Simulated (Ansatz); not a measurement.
# H4Si2: the cost of one run

Method: DFT PBE, Gaussian basis def2-TZVPP, and further levels as typed in the inputs, in Ansatz 0.2.0.

## (1) The system as given

Bond lengths: Si1–Si2 2.379 Å, Si1–H3 1.499 Å, Si1–H4 1.498 Å, Si1–H5 1.513 Å, Si2–H6 1.539 Å. Angles: Si1–Si2–H6 87.9°, Si2–Si1–H3 118.9°, Si2–Si1–H4 116.1°, Si2–Si1–H5 97.8°, H3–Si1–H4 108.5°, H3–Si1–H5 107.1°, H4–Si1–H5 106.7°.

Structure file:

```xyz
6

Si   -0.5730    0.1069    0.0559
Si    1.6715    0.7889   -0.3409
H    -0.8705   -0.7440    1.2537
H    -1.6145    1.1788   -0.0374
H    -0.7399   -0.7692   -1.1662
H     2.1240   -0.5707    0.2211
```

## (2) Harmonic vibrations: H4Si2

It takes the final geometry of an earlier run.

Input file input.yaml:

```yaml
crystal:
  periodic: [false, false, false]
  atoms:
    - { symbol: Si, position_ang: [-0.57299913, 0.10685734, 0.05591341] }
    - { symbol: Si, position_ang: [1.67154554, 0.78891449, -0.34086827] }
    - { symbol: H, position_ang: [-0.87048595, -0.74400876, 1.2536619] }
    - { symbol: H, position_ang: [-1.61451019, 1.17884179, -0.03735919] }
    - { symbol: H, position_ang: [-0.7399155, -0.7691876, -1.16619531] }
    - { symbol: H, position_ang: [2.12399523, -0.57069727, 0.22114746] }
basis:
  gaussian: { orbitals: def2-TZVPP }
hamiltonian:
  xc: pbe
phonons: {}
```

Run with:

```sh
$ ansatz run input.yaml --threads 4 --pin off --max-ram 14336MiB --backend cpu --events-out ev --progress --plain --runs-dir out
```

Q: Estimate wall time and peak memory on 4 threads of Intel Xeon Platinum 8488C (Sapphire Rapids), shared host.

About 12 s, with a peak of 0.16 GiB.
